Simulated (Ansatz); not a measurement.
Two shapes of singlet LiH2O(+).

Shape 1:

```xyz
4

Li    0.0398   -0.0278   -1.5007
O    -0.0384    0.0300    0.3175
H     0.0326    0.7901    0.8875
H    -0.0280   -0.8049    0.8990
```

Shape 2:

```xyz
4

Li    0.0000    0.0000   -1.6078
O     0.0000    0.0000    0.3549
H     0.0000    0.8298    0.9921
H     0.0000   -0.8298    0.9921
```

Basis set: cc-pVDZ (spherical functions). Left uncorrelated: 1 orbital. Charge 1, multiplicity 1.

Computed with Ansatz (development build ahead of 0.2.0); each method stands on the lowest determinant of its kind that the runs found.

Task: Which shape is lower in energy, and by how much in each method?

Result:

```json
{"method": "RHF", "E(2) − E(1) (eV)": "0.326"}
{"method": "RHF-MP2", "E(2) − E(1) (eV)": "0.194"}
```

Shape 1 is lower.
